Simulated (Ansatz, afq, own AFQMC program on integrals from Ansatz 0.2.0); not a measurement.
**Where AFQMC and coupled cluster stand for Al$_{2}$H, quartet**

```yaml
atoms:
  - { symbol: Al, position_ang: [0.0000, 0.0000, 0.2591] }
  - { symbol: Al, position_ang: [0.0000, 0.0000, -2.1014] }
  - { symbol: H, position_ang: [0.0000, 0.0000, 1.8423] }
```

Connectivity, by distances: AlH–Al.

Basis cc-pVDZ. Only valence electrons are correlated. Integrals, coupled cluster, full CI and functionals: Ansatz 0.2.0; the random walks run on the same integrals in our own AFQMC program. ph-AFQMC/CISD is guided by a CISD state made of CCSD amplitudes; releasing the constraint for a short imaginary time cuts its bias at the price of noise, slowly where states lie close. Free projection: walkers drawn from exp(T), propagated without any constraint. Its projection time is finite, and what remains of the start isn't in its error. ± is one standard error of the sampling.

Determinant: UHF, the one that the program's search chose, which needn't be the lowest solution. The geometry is a PBE0/def2-TZVP stationary point of this or a neighbouring charge and spin state.

No full CI on the walks' own integrals is used here; CCSDT(Q) serves as the reference and is uncertain by about the last step of the cluster series.

Cautions: another spin lies lower.

The T1 diagnostic is 0.0301 and the weight of the determinant in the CISD state is 0.882. The ⟨S²⟩ of the determinant is 3.766 and the size of the correlated space is 7 electrons in 31 orbitals.

```
  level  correlation energy (eV)
    MP2                  -2.3089
   CCSD                  -3.0233
CCSD(T)                  -3.1591
```

**Question.** Estimate where AFQMC with the constraint released lies against CCSD(T) on the same integrals.

**Answer.** 4.8 ± 0.7 kJ/mol below CCSD(T).

Reference: CCSDT(Q), correlation energy -3.211 eV. The released energy is read at 1.50 1/Eh (meV from the phaseless value at times in 1/Eh: -4 ± 9 at 0.24, -7 ± 7 at 0.50, -5 ± 8 at 1.00, -9 ± 7 at 1.50).

```
         level  E − E(reference) (kJ/mol)  share of correlation (%)
       CCSD(T)                        5.0                     98.39
         CCSDT                        0.9                     99.72
   ph-AFQMC/HF                  6.7 ± 3.5                     97.85
 ph-AFQMC/CISD                  1.1 ± 0.8                     99.65
released AFQMC                  0.2 ± 0.7                     99.94
    free AFQMC                  0.6 ± 0.9                     99.80
```

Free projections are given only where their last times agree within the noise and don't stop above the reference; a slow remainder of the start can still hide under it. A walk keeps the symmetry of its determinant, which the program's search chose and which needn't be the lowest solution, so a lower state of the same spin and another symmetry isn't excluded. Released energies are given only where the last usable release times agree within the noise; a slower fall can still hide under it.
